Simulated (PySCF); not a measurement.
## Chlorine: a sound run and one with changed settings

Sound run: Cl [Ne] 3s2 3p5, Cl⁺ [Ne] 3s2 3p4. All numbers are calculated (PySCF 2.14, the spin-free X2C one-electron Hamiltonian (Gaussian nucleus), in jorge-DZP-DKH). In the sound run the correlated levels freeze [Ne]. The sound run starts from symmetry-adapted Hartree-Fock orbitals and uses a fine grid where one is needed.

A second run was set up differently.

| species | method | sound run (hartree) | changed run (hartree) | converged |
| --- | --- | --- | --- | --- |
| Cl | MP2 | -461.00022 | -461.05021 | yes |
| Cl | CCSD(T) | -461.01816 | -461.06820 | yes |
| Cl⁺ | MP2 | -460.54393 | -460.59409 | yes |
| Cl⁺ | CCSD(T) | -460.56407 | -460.61442 | yes |

Ionisation energy of Cl:

```
 method  sound run (eV)  changed run (eV)
    UHF          11.774            11.774
    MP2          12.416            12.412
SCS-MP2          12.398            12.393
   CCSD          12.350            12.341
CCSD(T)          12.356            12.348
```

(1) What was changed?
A. minimal basis
B. too few SCF iterations
C. basis contracted for another Hamiltonian
D. all electrons correlated in a valence basis

Answers

(1) D. A valence basis has no tight correlating functions, so it recovers only part of the core correlation, and not evenly between atom and ion.
